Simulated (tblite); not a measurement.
Species: C3H7FO2.
Geometry (GFN2-xTB, Å), atoms numbered from 1 in this order:
```xyz
13
C3H7FO2 angstrom
C     -1.8135    0.0197   -0.5301
O     -1.0494   -0.1750    0.6453
C      0.1021   -0.9207    0.4487
O      1.0807   -0.2331   -0.3100
C      1.6532    0.8307    0.3403
F      2.5451    0.3961    1.2940
H     -1.2297    0.5309   -1.3011
H     -2.6629    0.6344   -0.2421
H     -2.1654   -0.9404   -0.9229
H     -0.0949   -1.8402   -0.1203
H      0.4872   -1.1637    1.4464
H      0.9178    1.4543    0.8708
H      2.2253    1.4073   -0.3940
```

Calculated harmonic vibrations of the isolated species, GFN2-xTB (tblite), most abundant isotopes, no scaling. Against measured fundamentals such values can be off by several per cent, at times by over 20. One conformer, not necessarily the lowest.

Harmonic wavenumbers (cm⁻¹): 70.1, 97.3, 150.3, 184.6, 264.5, 420.1, 542.8, 587.1, 922.3, 950.9, 968.6, 1018.3, 1075.2, 1104.6, 1115.8, 1133.8, 1185.9, 1239.1, 1278.3, 1321.8, 1330.2, 1396.8, 1416.8, 1439.5, 1461.4, 1480.9, 2888.6, 2900.2, 2928.0, 2934.5, 2953.4, 2958.9, 3037.6.

A = 9364, B = 1845, C = 1803 MHz; mass 94.043 u (most abundant isotopes); point group C1, symmetry number 1.

Q: What is the zero-point energy?

A: ½Σν̃ = 22379 cm⁻¹ = 267.71 kJ/mol.

Q: Give the ideal-gas entropy at 400 K and 1 bar in the rigid-rotor, harmonic-oscillator model (classical rotation).

A: Translation 171.63, rotation 115.53, vibration 96.24: S = 383.4 J/(mol K).

Q: And Cp and H(400 K) − H(0)?

A: Cp = 131.67 J/(mol K), of which vibrations give 98.41 (their classical limit is 33 R = 274.4); H(400 K) − H(0) = 33.10 kJ/mol without the zero-point energy, 19.80 from vibrations.

Q: How do the functions run with temperature in this model?

A: 
```csv
T (K),S (J/(mol K)),Cp (J/(mol K)),H − H(0) (kJ/mol),G − H(0) (kJ/mol),ln q(vib)
50,224.7,47.3,1.90,-9.33,0.22
100,262.5,62.3,4.68,-21.58,0.96
298.15,348.8,104.9,21.06,-82.95,4.10
373.15,374.5,124.7,29.66,-110.08,5.22
500,415.5,155.9,47.51,-160.21,7.11
750,487.9,201.1,92.56,-273.36,10.78
1000,550.1,230.6,146.77,-403.30,14.30
```

q(vib) and H(0) count from the zero-point level.

Q: Blend soft modes into free rotors: weight 1/[1 + (100 cm⁻¹/ν̃)⁴] for the oscillator and the rest for a rotor with moment μB/(μ + B), μ = h/(8π²ν), B = 10⁻⁴⁴ kg m². What vibrational entropy results?

A: 89.66 J/(mol K) in place of 96.24, which changes −T·S at 400 K by +2.63 kJ/mol.

Q: Which modes carry the vibrational entropy at 400 K?

A: 70.1 cm⁻¹: 19.79; 97.3 cm⁻¹: 17.09; 150.3 cm⁻¹: 13.53; 184.6 cm⁻¹: 11.87; 264.5 cm⁻¹: 9.04; 420.1 cm⁻¹: 5.63 J/(mol K); the other 27 give 19.30 together.

Hindered rotation and anharmonicity are outside this model. Other conformers, if any are populated, would add a mixing term that is left out. The structure is chiral; the term R ln 2 for an equal mix with its mirror image is left out.

Hardware: x86-64 server, one thread (shared host). This covers the Hessian and the dipole derivatives.
